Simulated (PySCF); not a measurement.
Method: PBE0-D4/def2-TZVP (PySCF). Isolated molecules, 0 K electronic values unless said otherwise. 

Reference species (SMILES): `[OH]` (neutral, multiplicity 2).

The highest occupied spin orbital is -9.09 eV.

Changed species: `[CH3]` (radical fragment; the reference has radical fragment).

### Question
What does the change do to the highest occupied spin orbital?

### Answer
the highest occupied spin orbital rises by 2.28 eV, to -6.81 eV.
